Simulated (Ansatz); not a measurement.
# CH₄Si (singlet): wave-function methods side by side at scale of all distances = 2.407, cc-pVDZ

An exercise on one series of results from a longer session: the logs are not shown, and one member is left open.

Method: cc-pVDZ, core rule «outside noble gas», up to 6 orbitals frozen; program: Ansatz 0.2.0, Gaussian basis.

The runs, in order: UHF; CCSD(T) on RHF; BCCD(T) on RHF; CISD; CCSDT(Q) on RHF; CCSDT(Q) on UHF; CASSCF and MRCISD+Q, 2 electrons in 2 orbitals; CASSCF and NEVPT2, 2 electrons in 2 orbitals; CASSCF and MRCISD+Q, 8 electrons in 8 orbitals; CASSCF and NEVPT2, 8 electrons in 8 orbitals.

21 further runs of the same task are left out: 1 for a mislabelled method, 18 that didn't finish, 2 set aside as unsound or not needed.

## The geometry

The geometry derives from a PBE0/def2-TZVP stationary point (not a proven minimum). All distances are scaled together.

6 atoms, charge 0, spin multiplicity 1.

Atoms are counted from 1 here; the program's logs count them from 0.

No contacts short enough for the rule that draws bonds.

The first run:

The input, in.yaml:

```yaml
crystal:
  periodic: [false, false, false]
  atoms:
    - {symbol: Si, position_ang: [0.000000, 0.000000, 1.275443]}
    - {symbol: C, position_ang: [0.000000, 0.000000, -2.813520]}
    - {symbol: H, position_ang: [0.000000, 2.995406, 3.195601]}
    - {symbol: H, position_ang: [0.000000, -2.995406, 3.195601]}
    - {symbol: H, position_ang: [0.000000, 2.208350, -4.202162]}
    - {symbol: H, position_ang: [0.000000, -2.208350, -4.202162]}
basis:
  gaussian: {orbitals: cc-pVDZ}
magnetization: {spin_polarized: true, initial_magnetization: 0}
hamiltonian: {xc: hf}
output: {orbitals: {seedname: orbitals}}
```

On the command line:

```sh
$ ansatz run in.yaml --threads 1 --pin off --events-out ev --progress --plain --max-ram 2393MiB
```

Steps of the session up to this table: UHF; CCSD(T) on RHF; BCCD(T) on RHF; CISD; CCSDT(Q) on RHF; CCSDT(Q) on UHF; CASSCF and MRCISD+Q, 2 electrons in 2 orbitals; CASSCF and NEVPT2, 2 electrons in 2 orbitals; CASSCF and MRCISD+Q, 8 electrons in 8 orbitals; CASSCF and NEVPT2, 8 electrons in 8 orbitals.

One table of the session follows, with a row left open; its other results are not shown here.

| method | from RCCSDT(Q) (meV) |
| --- | --- |
| RHF | +15839.1 |
| RMP2 | +5796.7 |
| CISD | +6279.7 |
| RCCSD | ? |
| RCCSD(T) | -1675.1 |
| BCCD(T) | -1544.7 |
| RCCSDT | -1227.6 |
| RCCSDT(Q) | 0 |
| CASSCF frontier | +3626.6 |
| NEVPT2 frontier | +647.9 |
| MRCISD frontier | -181.3 |
| MRCISD+Q frontier | -582.7 |

Q: Estimate the row for RCCSD from the others.

As computed: from RCCSDT(Q) (meV): +339.7. In the column «from RCCSDT(Q) (meV)» it lies between RCCSDT(Q) (0) and NEVPT2 frontier (+647.9).

Not comparable, so not listed: CCSDT(Q) on UHF (they don't share determinant, frozen orbitals or solution with the rows shown, or repeat one).

Caveats from the session: Left out of the table: CASSCF pair, NEVPT2 pair, MRCISD pair, MRCISD+Q pair (the active space lost an orbital or holds another state than full CI finds). The program flags RCCSD(T), BCCD(T), RCCSDT(Q) as in doubt, so the zero of the table is itself unsure. Warnings in the runs' records: passed over end.
